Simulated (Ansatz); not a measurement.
Results of B3LYP (VWN-RPA form) (PAW; Ansatz, a first-principles code) for rock-salt TiC.

Settings: plane-wave cutoff 460 eV, 12×12×12 k mesh, Fermi–Dirac smearing 0.05 eV, no spin polarisation, scalar-relativistic PAW data made under PBE.

Energies at three volumes about the minimum:

```csv
V (Å³/atom),E − E_lowest (meV/atom)
9.940,7.40
10.226,0.00
10.482,4.42
```

Problem. Fit a parabola by hand: where is the minimum, what lattice constant follows, and what is the bulk modulus?

Solution. Slopes: (0.00 − 7.40)/(10.226 − 9.940) = -25.874 and (4.42 − 0.00)/(10.482 − 10.226) = 17.266 meV/Å³. Curvature E″ = 2 × (17.266 − (-25.874))/(10.482 − 9.940) = 159.188 meV/Å⁶. From the middle of the first interval, the slope vanishes at V0 = 10.0830 − (-25.874)/159.188 = 10.246 Å³/atom. B = V0 E″ = 10.246 × 159.188 meV/Å³ × 0.1602 GPa per meV/Å³ = 261 GPa. With 8 atoms in the cube, a = (8 × 10.246)^(1/3) = 4.344 Å. The full Birch–Murnaghan fit to all volumes gives V0 = 10.239 Å³/atom and B0 = 258 GPa.

Measured, for comparison: bulk modulus 240 GPa (temperature not stated, no zero-point or thermal correction, our sources range from 235 to 268; as tabulated in Krasnenko and Brik (2013), arXiv:1306.3139); lattice constant a 4.33 Å (temperature not stated, no zero-point or thermal correction; as tabulated in Zhang et al. (2018), doi:10.1088/1367-2630/aac7f0). Computed (rounded) less measured: bulk modulus not scored (sources differ).
